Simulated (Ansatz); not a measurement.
in.yaml

```yaml
crystal:
  periodic: [false, false, false]
  atoms:
    - {symbol: Al, position_ang: [-1.096698, 0.000000, 0.000000]}
    - {symbol: H, position_ang: [-1.889622, 1.373384, 0.000000]}
    - {symbol: H, position_ang: [-1.889622, -1.373384, 0.000000]}
    - {symbol: H, position_ang: [1.254302, 0.000000, 0.000000]}
    - {symbol: N, position_ang: [2.294302, 0.000000, 0.000000]}
basis:
  gaussian: {orbitals: cc-pVDZ}
magnetization: {spin_polarized: true, initial_magnetization: 3}
correlation: {method: ccsd_t, electrons: outside_noble_gas, diis_vectors: 12}
output: {forces: true}
```

```sh
$ ansatz run in.yaml --threads 1 --pin off --events-out ev --progress --plain --max-ram 2393MiB
```

Log:

```
446 factors; integrals over basis functions are off by at most 1.7e-3 eV
mean field evaluation 1: about -8107.4397 eV, gradient 9.7e0 eV
mean field evaluation 2: about -8107.4742 eV, gradient 9.8e0 eV
mean field evaluation 4: about -8108.5045 eV, gradient 8.9e-1 eV
mean field evaluation 8: about -8108.5226 eV, gradient 8.9e-4 eV
mean field evaluation 16: about -8108.4513 eV, gradient 8.9e-1 eV
mean field evaluation 32: about -8106.5895 eV, gradient 2.2e-3 eV
mean field -8108.52264282 eV, -297.9827109697 hartree, gradient 1.8e-6 eV, S^2 3.771526; 1 other end points of the search recorded, 0 dependent functions left out
determinant -8108.52264282 eV, -297.9827109697 hartree, with singles and doubles -8114.02075704 eV, -298.1847629406 hartree
determinant -8106.58948762 eV, -297.9116688264 hartree, with singles and doubles -8112.30999295 eV, -298.1218935197 hartree
6 core orbitals not correlated: weight in the atoms' cores, before any rotation towards them, 1.000 or more for the frozen orbitals, at most 0.000 for the correlated occupied ones
reference -8108.52264282 eV, -297.9827109697 hartree; 7, 4 occupied and 34, 37 virtual orbitals, 446 factors
second order -4.43613713 eV of doubles, -0.00000000 eV of singles
cycle   1  -5.49806155 eV  change    5.3e-5 eV  update   4.3e-4
cycle   2  -5.49807883 eV  change   -1.7e-5 eV  update   2.6e-4
cycle   3  -5.49809021 eV  change   -1.1e-5 eV  update   1.4e-4
cycle   4  -5.49810403 eV  change   -1.4e-5 eV  update   3.5e-5
cycle   5  -5.49813189 eV  change   -2.8e-5 eV  update   1.5e-5
cycle   6  -5.49814819 eV  change   -1.6e-5 eV  update   4.5e-6
cycle   7  -5.49815228 eV  change   -4.1e-6 eV  update   1.9e-6
cycle   8  -5.49815037 eV  change    1.9e-6 eV  update   8.3e-7
perturbative correction -0.08140680 eV, -0.0029916446 hartree
the calculation of the forces begins
Total energy: -8114.10219999 eV, -298.1877559135 hartree
Atom 0 at    -1.096698     0.000000     0.000000 Å, force    -0.236274    -0.000000    -0.000000 eV/Å
Atom 1 at    -1.889622     1.373384     0.000000 Å, force    -0.120502     0.181407    -0.000000 eV/Å
Atom 2 at    -1.889622    -1.373384     0.000000 Å, force    -0.120502    -0.181407     0.000000 eV/Å
Atom 3 at     1.254302     0.000000     0.000000 Å, force    -0.873438    -0.000000    -0.000000 eV/Å
Atom 4 at     2.294302     0.000000     0.000000 Å, force     1.350715     0.000000     0.000000 eV/Å
Dipole moment:    -0.238581    -0.000000     0.000000 e Å
```

Forces (eV/Å):
```
Al  -0.236  0.000  0.000
H   -0.121  0.181  0.000
H   -0.121 -0.181  0.000
H   -0.873  0.000  0.000
N    1.351  0.000  0.000
```

Ran on 1 thread of Arm Neoverse V2, shared host: 3.6 s wall, 0.17 GiB peak host memory.
